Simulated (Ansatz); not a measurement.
# The aluminium atom (doublet): the correlation ladder, 6-31G*

An exercise on one series of results from a longer session: the logs are not shown, and one member is left open.

Program: Ansatz 0.2.0, Gaussian basis. Level of theory: 6-31G*, core rule «outside noble gas», up to 5 orbitals frozen. These are calculated values, not measurements.

The runs, in order: CCSD(T) on UHF; BCCD(T) on ROHF; CISD; CCSDT on ROHF; CCSDT on UHF; CASSCF and MRCISD+Q, 3 electrons in 4 orbitals; CASSCF and MRCISD+Q(relaxed), 3 electrons in 4 orbitals; CASSCF and NEVPT4(SD), 3 electrons in 4 orbitals; CASSCF and NEVPT2, 3 electrons in 4 orbitals; Full CI.

## The atom

A free atom, in its lowest state of this spin that the program finds.

1 atom, charge 0, spin multiplicity 2.

The first run:

Contents of in.yaml:

```yaml
crystal:
  periodic: [false, false, false]
  atoms:
    - {symbol: Al, position_ang: [0.000000, 0.000000, 0.000000]}
basis:
  gaussian: {orbitals: "6-31G*"}
magnetization: {spin_polarized: true, initial_magnetization: 1}
correlation: {method: ccsd_t, electrons: outside_noble_gas}
```

The run is started by

```
ansatz run in.yaml --threads 1 --pin off --events-out ev --progress --plain --max-ram 2393MiB
```

Steps of the session up to this table: CCSD(T) on UHF; BCCD(T) on ROHF; CISD; CCSDT on ROHF; CCSDT on UHF; CASSCF and MRCISD+Q, 3 electrons in 4 orbitals; CASSCF and MRCISD+Q(relaxed), 3 electrons in 4 orbitals; CASSCF and NEVPT4(SD), 3 electrons in 4 orbitals; CASSCF and NEVPT2, 3 electrons in 4 orbitals; Full CI.

One of the session's tables, all rows but one given; the rest of the session is left out.

```
                   method  from FCI (meV)
                      UHF         +1213.8
                     UMP2          +417.2
                    UCCSD           +20.2
                 UCCSD(T)            +5.9
                  BCCD(T)            +6.3
                   UCCSDT               ?
           CASSCF valence          +616.6
           NEVPT2 valence          +178.7
       NEVPT4(SD) valence           +21.2
           MRCISD valence            +6.1
         MRCISD+Q valence            -9.0
MRCISD+Q(relaxed) valence           -11.9
                      FCI               0
```

**Question.** Estimate the row for UCCSDT.

**Answer.** from FCI (meV): -0.1. In the column «from FCI (meV)» it lies between MRCISD+Q valence (-9.0) and FCI (0).

Not comparable, so not listed: CISD; CCSDT on ROHF (they don't share determinant, frozen orbitals or solution with the rows shown, or repeat one).

To keep in mind: MRCISD+Q valence, MRCISD+Q(relaxed) valence fall below full CI: the +Q correction isn't variational, and the cores differ from full CI's. Levels on UHF freeze UHF's core orbitals, full CI those of ROHF, so the U rows can settle a little off it for that reason alone.
